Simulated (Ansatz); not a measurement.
# AlPH (quartet): PBE, r2SCAN, PBE0 over a scan of the scale of all distances, 6-31G

Aim: run AlPH (quartet) with these functionals over a scan of the scale of all distances, and hold them against the top wave-function level at the same points.

Computed with Ansatz 0.2.0, Gaussian basis. Level: 6-31G, all electrons in the functionals.

The runs, in order: PBE, r2SCAN, PBE0, at 0.893; 1.000; 1.120; 1.285; 1.482; 1.783; 2.002; 2.375.

10 further runs of the same task are left out: 7 that didn't finish, 3 set aside as unsound or not needed.

## Step 1: The geometry

The geometry derives from a PBE0/def2-TZVP stationary point (not a proven minimum). All distances are scaled together.

3 atoms, charge 0, spin multiplicity 4.

Atoms are counted from 1 here; the program's logs count them from 0.

Bond lengths: Al1–P2 2.392 Å, P2–H3 1.430 Å. Angles: Al1–P2–H3 98.4°.

No dispersion term is added.

The geometry shown and the zero of energy belong to the point 1.000. The yardstick, FCI, and other wave-function levels (R restricted, U unrestricted, valence and pair active spaces) come from earlier runs.

## Step 2: PBE, 0.893

Input file in.yaml:

```yaml
crystal:
  periodic: [false, false, false]
  atoms:
    - {symbol: Al, position_ang: [0.000000, 0.031115, 1.161402]}
    - {symbol: P, position_ang: [0.000000, -0.065764, -0.972171]}
    - {symbol: H, position_ang: [0.000000, 1.188018, -1.214970]}
basis:
  gaussian: {orbitals: 6-31G}
magnetization: {spin_polarized: true, initial_magnetization: 3}
hamiltonian: {xc: {name: PBE}}
output: {orbitals: {seedname: orbitals}}
```

The run is started by

```bash
$ ansatz run in.yaml --threads 1 --pin off --events-out ev --progress --plain --max-ram 2393MiB
```

After this run come: PBE, 1.000; PBE, 1.120; PBE, 1.285; PBE, 1.482; PBE, 1.783; PBE, 2.002; PBE, 2.375; r2SCAN, 0.893; r2SCAN, 1.000; r2SCAN, 1.120; r2SCAN, 1.285; r2SCAN, 1.482; r2SCAN, 1.783; r2SCAN, 2.002; r2SCAN, 2.375; PBE0, 0.893; PBE0, 1.000; PBE0, 1.120; PBE0, 1.285; PBE0, 1.482; PBE0, 1.783; PBE0, 2.002; PBE0, 2.375.

Before running them: what should the planned runs give, taken together? Wanted: span of the FCI curve; largest miss, PBE; largest miss, r2SCAN; largest miss, PBE0; largest miss, RCCSD(T); largest miss, UCCSD(T).

**Answer**, as computed:

```
              quantity                   value
 span of the FCI curve           50.4 kcal/mol
     largest miss, PBE  +27.6 kcal/mol (2.375)
  largest miss, r2SCAN  +27.3 kcal/mol (2.375)
    largest miss, PBE0  +23.3 kcal/mol (2.375)
largest miss, RCCSD(T)   -0.4 kcal/mol (2.002)
largest miss, UCCSD(T)   -0.1 kcal/mol (2.375)
```

In words: Of the functionals, PBE0 keep the smallest largest miss at the points compared (at most 23.3 kcal/mol) and PBE strays most (27.6 kcal/mol, at 2.375). PBE, r2SCAN, PBE0 clearly break the spin symmetry at some points (⟨S²⟩ up to 0.97 above the pure value), so energy there is bought with a mixed spin. Functionals and the yardstick converge differently with the basis, so part of each miss in 6-31G is the basis.
